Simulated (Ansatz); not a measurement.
Run this with the Python package of Ansatz (0.2.0) and show what comes out.

Script `ch4bo_composite.py`:
```python
"""A composite energy for CH4BO: DFT geometry, MP2 basis limit, coupled-cluster correction."""

import itertools

import ansatz as az
from ase.data import atomic_numbers, covalent_radii
import numpy as np

BASIS_SET = "def2-SVP"
XC = "r2scan"

geometry_ang = [
    ("B", [-0.9765, -1.1932, -0.4088]),
    ("O", [-0.5668, -0.3161, 0.6985]),
    ("C", [0.5586, 0.381, 0.276]),
    ("H", [-1.7242, -0.7057, -1.2062]),
    ("H", [0.3809, 1.0589, -0.5803]),
    ("H", [0.9396, 1.024, 1.1337]),
    ("H", [1.4497, -0.3169, 0.0413]),
]
ch4bo = az.Crystal.molecule()
for symbol, xyz in geometry_ang:
    ch4bo = ch4bo.atom(symbol, xyz)

calc = (
    ch4bo.calculation()
    .basis(gaussian=BASIS_SET)
    .functional(XC)
    .spin("collinear", total=1)
)
symbols = [site.symbol for site in ch4bo.cartesian_sites]
start = np.array([site.position_ang for site in ch4bo.cartesian_sites], dtype=float)
r = calc.relax(force_tolerance=0.01).run(threads=1, pin="off").report
end = np.array(r["positions_ang"])
# pairs closer than 1.2 times the sum of covalent radii, before or after
radius = [covalent_radii[atomic_numbers[s]] for s in symbols]
span = lambda where, i, j: np.linalg.norm(where[i] - where[j])
bonded = [(i, j) for i, j in itertools.combinations(range(len(symbols)), 2) if min(span(start, i, j), span(end, i, j)) < 1.2 * (radius[i] + radius[j])]
print("pair        before    after (A)")
for i, j in bonded:
    print(f"{symbols[i]}{i}-{symbols[j]}{j}".ljust(10), f"{span(start, i, j):8.4f} {span(end, i, j):8.4f}")
for first, second in list(itertools.combinations(bonded, 2)):
    shared = set(first) & set(second)
    if shared and symbols[(j := shared.pop())] != "H":
        i, k = sorted((set(first) | set(second)) - {j})
        u, v = end[i] - end[j], end[k] - end[j]
        angle = np.degrees(np.arccos(np.clip(u @ v / np.linalg.norm(u) / np.linalg.norm(v), -1, 1)))
        print(f"final angle {symbols[i]}{i}-{symbols[j]}{j}-{symbols[k]}{k}: {angle:.2f} deg")

minimum = az.Crystal.molecule()
for symbol, place in zip(symbols, end):
    minimum = minimum.atom(symbol, place.tolist())
at_minimum = minimum.calculation().spin("collinear", total=1)
# MP2 extrapolated to the basis limit, plus the small-basis difference CCSD(T) - MP2
level = lambda method, basis: at_minimum.basis(gaussian=basis).correlation(method).run(threads=1, pin="off").report
small, large, cluster = level("mp2", "cc-pVDZ"), level("mp2", "cc-pVTZ"), level("ccsd_t", "cc-pVDZ")
corr = lambda each: (each["free_energy_ev"] - each["reference_energy_ev"]) / 27.211386246
mp2_limit = (27 * corr(large) - 8 * corr(small)) / 19
pieces = {"HF / cc-pVTZ": large["reference_energy_ev"] / 27.211386246, "MP2 correlation, DZ-TZ limit": mp2_limit, "CCSD(T) - MP2 / cc-pVDZ": corr(cluster) - corr(small)}
for name, value in pieces.items():
    print(f"{name:32s} {value:14.6f} Ha")
print(f"{'sum':32s} {sum(pieces.values()):14.6f} Ha")
print("T1 diagnostic", round(cluster["correlation"]["coupled_cluster"]["t1_diagnostic"], 4))
```

Running `python ch4bo_composite.py` prints:
```text
pair        before    after (A)
B0-O1        1.4708   1.3253
B0-H3        1.1969   1.2203
O1-C2        1.3896   1.4289
C2-H4        1.1065   1.1023
C2-H5        1.1377   1.1000
C2-H6        1.1559   1.1000
final angle O1-B0-H3: 124.52 deg
final angle B0-O1-C2: 124.75 deg
final angle O1-C2-H4: 111.19 deg
final angle O1-C2-H5: 108.63 deg
final angle O1-C2-H6: 108.62 deg
final angle H4-C2-H5: 109.78 deg
final angle H4-C2-H6: 109.77 deg
final angle H5-C2-H6: 108.81 deg
HF / cc-pVTZ                        -139.760117 Ha
MP2 correlation, DZ-TZ limit          -0.530854 Ha
CCSD(T) - MP2 / cc-pVDZ               -0.043676 Ha
sum                                 -140.334646 Ha
T1 diagnostic 0.0163
```

Reading the output:
- Total energies depend on the basis set; only differences at equal settings carry meaning.
- The sum leaves out core correlation, relativity, the Hartree-Fock basis error and zero-point energy; a DZ-TZ extrapolation is rough.
- The species is open-shell (spin multiplicity 2).
- Inner cores stay frozen, so this is valence correlation.
- An extrapolation from small basis sets is rough.
- It ran for 55 s on 1 thread of Arm Neoverse V1, with other jobs on the host, peak memory 0.35 GiB.

(A comment or docstring line of the script was reworded after the run, the code is as it ran.)
